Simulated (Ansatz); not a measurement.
BH₃, relaxed as a singlet with RKS r2SCAN-D4/def2-TZVP in Ansatz, starting from the GFN2-xTB geometry. Force threshold 0.02 eV/Å.

Start:

Cartesian coordinates in Å:
```
B 0.0013 0.0005 0.0002
H -0.0172 0.6045 -0.9950
H 0.4352 -1.0800 0.0174
H -0.4193 0.4750 0.9774
```

Task: Estimate the energy that the relaxation releases and the steps that it takes.

Result: 0.03 eV, in 4 steps; 2.2 s on 2 threads of Intel Xeon Platinum 8259CL on a shared host. No frequencies were taken in this run, so the end may be a saddle point.

Task: Does the start keep its bonding and symmetry?

Result: By distances, no bond broke or formed. The bond that changes most is B1–H2, from 1.16 to 1.19 Å (atoms count from 1). Point group D3h at the start, D3h at the end, both within 0.05 Å.

Task: Predict the relaxed structure.

Result: 
```tsv
atom	x (Å)	y (Å)	z (Å)
B1	0.000	0.000	0.000
H2	-0.017	0.619	-1.019
H3	0.446	-1.105	0.018
H4	-0.429	0.486	1.000
```
Bond lengths: 3 × B–H 1.19 Å.
